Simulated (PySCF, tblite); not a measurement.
# C₄H₁₀N radical: geometry, infrared bands and EPR parameters

Wanted: the infrared bands and EPR parameters of C₄H₁₀N radical (`[CH2]C[C@H](C)N`), by calculation.

Computed with tblite 0.8.0 and PySCF 2.14.0, with density-fitted response routines of our own, on a single molecule in the gas phase. Atoms count from 0, in the outputs and in this text.

### Step 1. Starting geometry

15 atoms, charge 0, multiplicity 2; geometry from: force field or distance geometry start.

Bonds of the start (Å): C0–C1 1.48, C1–C2 1.55, C2–C3 1.51, C2–N4 1.47, C0–H5 1.09, C0–H6 1.09, C1–H7 1.11, C1–H8 1.10, C2–H9 1.10, C3–H10 1.09, C3–H11 1.10, C3–H12 1.11, N4–H13 1.01, N4–H14 1.03.

### Step 2. Geometry optimisation with GFN2-xTB

Job settings and geometry (Å):

```
{"job": {"kind": "relax", "xc": "GFN2-xTB", "basis": "xTB"}, "charge": 0, "multiplicity": 2}
C     -2.078400     0.140200    -0.118300
C     -0.807300    -0.560900     0.170400
C      0.454200     0.149800    -0.373300
C      1.703300    -0.657800    -0.106700
N      0.613000     1.488800     0.213700
H     -2.252700     0.602500    -1.088900
H     -2.935700     0.019600     0.540400
H     -0.706100    -0.678300     1.271400
H     -0.859200    -1.577200    -0.244500
H      0.337500     0.267100    -1.458100
H      2.589100    -0.174600    -0.511600
H      1.627000    -1.658600    -0.559300
H      1.858300    -0.806100     0.986800
H      0.688200     1.410500     1.217800
H     -0.235500     2.043000     0.038300
```

Command:

```bash
> OMP_NUM_THREADS=1 python probes_run.py task.json out
```

This one command runs all jobs of the session in turn.

**Question.** This job is followed by: GFN2-xTB harmonic vibrations, gas phase; PBE0-D3(BJ)/def2-SVP geometry optimisation, gas phase; UKS B3LYP, IGLO-III on C N, pcH-1 on H, non-relativistic, mean-field spin-orbit, GIAO. What will the session give for the following? strongest single infrared mode (GFN2-xTB); zero-point energy (GFN2-xTB); point group; rotational constants (main isotopes); g(iso) (B3LYP); ⟨S²⟩; largest a(iso) (averaged by class); surface potential, 1st and 99th percentile.

The runs gave:

| quantity | value |
| --- | --- |
| strongest single infrared mode (GFN2-xTB) | 917 cm⁻¹, 276 km/mol |
| zero-point energy (GFN2-xTB) | 82.7 kcal/mol |
| point group | C1 |
| rotational constants (main isotopes) | 7.86, 3.58, 2.74 GHz |
| g(iso) (B3LYP) | 2.00271 |
| ⟨S²⟩ | 0.754 (exact 0.75) |
| largest a(iso) (averaged by class) | 13C on C0, 87.5 MHz |
| surface potential, 1st and 99th percentile | -1.69 V and 1.23 V |

Relaxing lowered the energy by 0.098 eV in 60 steps; the close pair that moved most is C1–C2, from 1.547 to 1.577 Å (GFN2-xTB). All 39 modes are real, so the xTB geometry is a minimum. The strongest single mode, at 917 cm⁻¹, is spread over several atoms, N4, H14, H13 among them. GFN2-xTB is a fitted tight-binding method: band positions and strengths are rough. Its intensities can rank the bands wrongly. Over 6 steps the energy fell by 0.062 eV; of the close pairs, C1–C2 changed most, 1.577 to 1.553 Å (PBE0/def2-SVP). No frequency check was run at this level, so the end point may be a saddle. Most of the unpaired spin sits on C0 (1.10 e). The isotropic g lies 0.4 ppt above the free-electron value.
